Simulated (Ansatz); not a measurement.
Reaction (SMILES): P#P (P2) → P2+ (doublet, bonded as P#P) + e-
B3LYP-D3(BJ)/def2-TZVP geometries, fixed; electronic energies without zero-point terms.

How fast the adiabatic ionisation energy converges with the basis for several methods (Ansatz, a program for electronic structure): deviation from each method's own reference, in eV. References: CCSD(T) 10.581 eV, Hartree-Fock in aug-cc-pV(Q+d)Z plus the correlation part extrapolated as X^-3 from aug-cc-pV(T+d)Z and aug-cc-pV(Q+d)Z; HF 9.062 eV, the value in pcseg-4; MP2 11.314 eV, Hartree-Fock in aug-cc-pV(Q+d)Z plus the correlation part extrapolated as X^-3 from aug-cc-pV(T+d)Z and aug-cc-pV(Q+d)Z; PBE 10.346 eV, the value in aug-cc-pV(5+d)Z; PBE0 10.354 eV, the value in aug-cc-pV(5+d)Z; r2SCAN 10.403 eV, the value in aug-cc-pV(5+d)Z. Cartesian d functions, on some or all atoms, in 6-311G**, 6-311+G**; all else is spherical. In correlated methods cores are frozen. The T1 diagnostic of CCSD is high for at least one species. A restricted Hartree-Fock determinant is unstable towards unrestricted orbitals. An unrestricted Hartree-Fock determinant is markedly spin-contaminated. Open shells are unrestricted. No added dispersion term, no relativity. 

| basis | functions | CCSD(T) | HF | MP2 | PBE | PBE0 | r2SCAN |
|---|---|---|---|---|---|---|---|
| 6-311G** | 54 | -0.419 | 0.156 | -0.371 | 0.114 | 0.132 | [?] |
| 6-311+G** | 62 | -0.410 | 0.148 | -0.364 | 0.116 | 0.132 | [?] |
| def2-TZVPD | 86 | -0.155 | 0.016 | -0.201 | 0.000 | 0.002 | [?] |
| aug-pcseg-2 | 100 | -0.176 | 0.048 | -0.221 | 0.027 | 0.031 | [?] |
| cc-pV(Q+d)Z | 128 | -0.074 | 0.005 | -0.102 | -0.006 | -0.003 | [?] |
| def2-QZVPP | 140 | -0.072 | 0.004 | -0.099 | -0.007 | -0.004 | [?] |
| def2-QZVPPD | 152 | -0.066 | 0.007 | -0.092 | -0.001 | 0.001 | [?] |
| aug-cc-pV(Q+d)Z | 178 | -0.054 | 0.008 | -0.070 | 0.002 | 0.002 | [?] |

### Question
Fill in the missing entries.

### Answer

- 6-311G**, r2SCAN: 0.139
- 6-311+G**, r2SCAN: 0.141
- def2-TZVPD, r2SCAN: 0.010
- aug-pcseg-2, r2SCAN: 0.035
- cc-pV(Q+d)Z, r2SCAN: -0.001
- def2-QZVPP, r2SCAN: -0.003
- def2-QZVPPD, r2SCAN: 0.000
- aug-cc-pV(Q+d)Z, r2SCAN: 0.002

Mean absolute deviation over 6-311G**, 6-311+G**, def2-TZVPD, aug-pcseg-2: PBE 0.064, PBE0 0.075, r2SCAN 0.081, HF 0.092, MP2 0.289, CCSD(T) 0.290 eV.
